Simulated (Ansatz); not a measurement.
Ansatz (a first-principles code) input (r2SCAN/def2-TZVPP): A basis named .json is the Basis Set Exchange file of that set (core-valence sets with the plain set on hydrogen).

Ansatz 0.2 input:
```yaml
crystal:
  periodic: [false, false, false]
  atoms:
    - {symbol: H, position_ang: [-0.00000000, -0.00000000, -0.37201156]}
    - {symbol: H, position_ang: [0.00000000, 0.00000000, 0.37201156]}
basis:
  gaussian:
    orbitals: def2-TZVPP
    fitting: {mean_field: cc-pVQZ-JKFIT.json}
hamiltonian:
  xc: {name: r2SCAN}
magnetization: {spin_polarized: false}
```

Output:

```
Functional definition: r2SCAN
integrals: 0.00 GiB planned
102 factors; integrals over basis functions are off by at most 1.2e-1 eV
mean field: 0.05 GiB planned
mean field evaluation 1: about -31.6758 eV, gradient 7.7e0 eV
mean field evaluation 2: about -31.8634 eV, gradient 1.8e0 eV
mean field evaluation 4: about -31.8726 eV, gradient 4.1e-2 eV
mean field evaluation 8: about -31.8723 eV, gradient 2.1e-4 eV
mean field -31.87230064 eV, -1.1712854445 hartree, gradient 2.5e-6 eV, S^2 0.000000; 0 other end points of the search recorded, 0 dependent functions left out
reference -31.87230725 eV, -1.1712856876 hartree; 1, 1 occupied and 27, 27 virtual orbitals, 102 factors
Total energy: -31.87230725 eV, -1.1712856876 hartree
```
